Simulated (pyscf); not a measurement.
Thermochemistry of product channels of H₂N–Al(Cl)–Cl + HF on the singlet surface, in kcal/mol, from CCSD(T)/def2-TZVPP + ΔMP2(QZVPP) energies (ideal gas, 1 atm, RRHO with modes under 100 cm⁻¹ raised to 100, one conformer, R ln 2 for chiral ones without a mode under 150 cm⁻¹). Structures and frequencies: ωB97X-D3(BJ)/def2-SVP in PySCF. MP2 and CC: frozen core, UHF for open shells. ΔMP2 is the change of the MP2 total energy from the triple- to the quadruple-zeta basis.

```
products               ΔE  ΔH(298 K)  ΔG(900 K)  ΔG(1200 K)
------------------  -----  ---------  ---------  ----------
NH₃ + F–Al(Cl)–Cl   -18.9      -18.0      -18.4       -18.0
H₂N–Al(F)–Cl + HCl   -4.8       -6.0       -7.3        -7.7
```

These are energies of the channels, which say nothing of barriers. The CCSD(T) − MP2 part came from Ansatz, without density fitting, on the same reference.
